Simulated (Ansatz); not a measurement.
We consider rutile SnO₂, described by PBE+SOC (plane waves, PAW; Ansatz, a quantum-chemistry and plane-wave program).

Run with plane-wave cutoff 520 eV, 8×8×10 k mesh (along the axes of the cell as run), Fermi–Dirac smearing 0.01 eV, PAW data made under PBE.

Computed at the level's own relaxed cell.

Question: Estimate the pressure derivative B′ of the bulk modulus, lattice parameter c and bulk modulus B0 that the calculation returns.

Answer: 
- pressure derivative B′ of the bulk modulus = 5.7
- lattice parameter c = 3.238 Å
- bulk modulus B0 = 167 GPa

Measured, for comparison: lattice parameter c 3.186 Å (room temperature, not corrected to a static lattice; as tabulated in Hiroi (2015), arXiv:1503.02262); bulk modulus 212 GPa (temperature not stated, not corrected to a static lattice, from measured elastic constants; as tabulated in Toher et al. (2017), arXiv:1611.05714). Computed (rounded) less measured: lattice parameter c +1.6 %, bulk modulus -21 %.

Note: the bulk modulus comes from volumes at which shape and atoms were relaxed.

Static lattice: no zero-point or thermal effects.

Computing time: about 30 core-minutes (a rough figure).
